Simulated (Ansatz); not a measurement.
Consider the atomization: `CC/C=C/S` → 4 C• + 8 H• + S•.

Isolated molecules relaxed with PBE0-D4/def2-TZVP in Ansatz; ΔE leaves out vibrations. CCSD(T)/CBS adds triple-zeta CCSD(T) − MP2 to the extrapolated MP2 energy (def2 sets, frozen cores). This one scheme is used for every species, atoms too. For atomizations the MP2-based limit and the directly extrapolated one differ by several kJ/mol either way, and by 10 to 25 for some Ge, Se and Sn compounds, so smaller differences from it don't rank the levels. Functionals use def2-TZVPP. No spin–orbit coupling; open shells (•) take unrestricted orbitals. Spin–orbit coupling would lower the free atoms: a little for C, S. Each species was taken in one conformer, which may not be the lowest.

```json
{"level": "ωB97X-V", "ΔE (kJ/mol)": "5087.0"}
{"level": "BLYP", "ΔE (kJ/mol)": "5014.5"}
{"level": "CCSD(T)/def2-SVP", "ΔE (kJ/mol)": "4863.5"}
{"level": "CCSD(T)/def2-TZVPP", "ΔE (kJ/mol)": "4961.1"}
```

**Question.** What does CCSD(T)/CBS give? (Best estimate.)

**Answer.** Computed: +5076.8 kJ/mol. The listed levels differ from it by 10.2, -62.3, -213.3, -115.7 kJ/mol.

Largest T1 diagnostic among the species: 0.011.

From BLYP to BHLYP (50 % exact exchange), in def2-TZVPP and without D4, ΔE moves by −86.0 kJ/mol: exact exchange takes away binding that semilocal exchange gives to molecules. The D4 term adds +39.1 kJ/mol with B3LYP and +20.7 kJ/mol with PBE0; it sums over pairs of atoms, weighted by their polarisabilities, and B3LYP, whose exchange is more repulsive, gets the larger term.

B3LYP here is the variant with VWN-RPA as its local correlation; programs differ in this.
